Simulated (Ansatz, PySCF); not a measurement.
Molecule: CH4N (charge 0, doublet). It need not be the lowest isomer of its formula. 
Geometry from a B3LYP-D3(BJ)/def2-TZVP (Ansatz, a first-principles code) optimisation:
SMILES: N[CH2]
```xyz
6

C      0.1231     0.7206    -0.0043
N     -0.0884    -0.6546     0.0035
H     -0.4969    -1.0305     0.8459
H     -0.5248    -1.0357    -0.8225
H      0.4664     1.1652     0.9184
H      0.4354     1.1594    -0.9407
```
Charge 0, spin multiplicity 2.

Quantity: atomisation energy (electronic, to ground-state atoms), in eV. Correlated levels leave the core frozen unless marked. UHF or UKS for open shells. Spin-orbit coupling is left out. Non-relativistic. The coupled-cluster limit lacks core correlation, which all-electron functionals hold. CBS(X,Y): correlation extrapolated as X^-3; Hartree-Fock from the larger set. [CCSD(T)-MP2]/basis is that difference in the basis named.

```csv
level,program,atomisation energy (eV)
BP86-D3(BJ)/def2-TZVPD,PySCF + dftd3,21.93
BHLYP-D3(BJ)/def2-TZVPD,Ansatz + dftd3,20.46
LC-wPBE-D3(BJ)/def2-TZVPD,Ansatz + dftd3,___
SCS-MP2/6-31G*,Ansatz,18.41
SCS-MP2/def2-SVPD,Ansatz,20.00
CCSD/def2-TZVPP,Ansatz,20.02
"RI-MP2/CBS(aug-cc-pVTZ,aug-cc-pVQZ)+[CCSD(T)-MP2]/aug-cc-pVTZ",Ansatz,___
```

Fill in the missing entries.


- LC-wPBE-D3(BJ)/def2-TZVPD, atomisation energy (eV): 21.02
- RI-MP2/CBS(aug-cc-pVTZ,aug-cc-pVQZ)+[CCSD(T)-MP2]/aug-cc-pVTZ, atomisation energy (eV): 20.89
